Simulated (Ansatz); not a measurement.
Calculated with Ansatz (gas phase, PBE0-D4/def2-TZVP geometries, no zero-point term in ΔE). CCSD(T)/CBS is extrapolated from def2-TZVPP and def2-QZVPP, frozen cores. Functionals use def2-TZVPP. B3LYP here is the variant with VWN-RPA as its local correlation; programs differ in this. HSE06 is defined as in plane-wave codes. Each species was taken in one conformer, which may not be the lowest.

Consider the formal hydrolysis of a B–Cl bond: `ClBCl` + H₂O → `OBCl` + HCl.

| level | ΔE (kJ/mol) | difference from CCSD(T)/CBS |
| --- | --- | --- |
| PBE-D4 | -52.3 | 2.0 |
| r2SCAN-D4 | -56.3 | -2.0 |
| B3LYP-D4 | -58.5 | -4.2 |
| CAM-B3LYP-D4 | -63.4 | -9.1 |
| ωB97X-V | -57.6 | -3.3 |
| revPBE | -51.4 | 2.9 |
| BLYP | -59.8 | -5.5 |
| r2SCAN | -56.5 | -2.2 |
| B3LYP | -60.6 | -6.3 |
| HSE06 | -54.5 | -0.2 |
| HF/def2-SVP | -72.5 | -18.2 |
| CCSD/def2-SVP | -68.4 | -14.1 |
| MP2/def2-QZVPP | -50.3 | 4.0 |
| CCSD/def2-QZVPP | -57.5 | -3.2 |
| HF/CBS(def2) | -65.8 | -11.5 |
| MP2/CBS(def2) | -48.6 | 5.7 |
| CCSD(T)/CBS | -54.3 | 0 |

Largest T1 diagnostic among the species: 0.012.

Leaving LDA and LC-ωPBE aside and taking each functional with its dispersion term where it has one, the values, not all of them listed here, spread over 13.5 kJ/mol, from CAM-B3LYP-D4 to revPBE-D4. LDA lies −6.9 kJ/mol from PBE without D4. In def2-TZVPP, CCSD(T) changes the Hartree–Fock value by +8.9 kJ/mol (the triples alone add +1.8 kJ/mol) and MP2 by +13.2 kJ/mol.
